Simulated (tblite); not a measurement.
H₃PS.
InChI=1S/H3PS/c1-2/h1H3

All values are computed: GFN2-xTB (tblite) harmonic vibrations without scaling, gas phase. Against measured fundamentals such values can be off by several per cent, at times by over 20. Modes of hydrogen on phosphorus can be 10 to 20 % off.

Harmonic wavenumbers (cm⁻¹): 609.0, 609.4, 750.1, 1051.9, 1053.0, 1056.4, 2277.5, 2280.3, 2280.8.

A = 110748, B = 7479, C = 7479 MHz; mass 65.969 u (most abundant isotopes); point group C3v, symmetry number 3.

Zero-point energy?

Half the sum of the wavenumbers: 5984 cm⁻¹ = 71.59 kJ/mol.

Entropy at 273.15 K, 1 bar (ideal gas, RRHO, classical rotation)?

Translation 159.28, rotation 79.64, vibration 4.38: S = 243.3 J/(mol K).

And Cp and H(273.15 K) − H(0)?

Cp = 46.40 J/(mol K), of which vibrations give 13.14 (their classical limit is 9 R = 74.8); H(273.15 K) − H(0) = 10.02 kJ/mol without the zero-point energy, 0.94 from vibrations.

Which modes carry the vibrational entropy at 273.15 K?

609.0 cm⁻¹: 1.47; 609.4 cm⁻¹: 1.46; 750.1 cm⁻¹: 0.81; 1051.9 cm⁻¹: 0.21; 1053.0 cm⁻¹: 0.21; 1056.4 cm⁻¹: 0.21 J/(mol K); the other 3 give 0.00 together.

What must be added to the electronic energy to get the Gibbs energy at 273.15 K and 1 bar?

ZPE + [H(273.15 K) − H(0)] − T·S = 71.59 + 10.02 − 66.46 = 15.15 kJ/mol.

How do the functions run with temperature in this model?

```tsv
T (K)	S (J/(mol K))	Cp (J/(mol K))	H − H(0) (kJ/mol)	G − H(0) (kJ/mol)	ln q(vib)
150	219.4	35.3	5.04	-27.87	0.01
250	239.3	44.1	8.98	-50.85	0.08
298.15	247.5	48.9	11.21	-62.57	0.15
400	263.2	58.2	16.68	-88.59	0.38
600	289.5	71.8	29.77	-143.95	0.97
900	321.4	84.9	53.46	-235.77	2.00
```

q(vib) and H(0) count from the zero-point level.
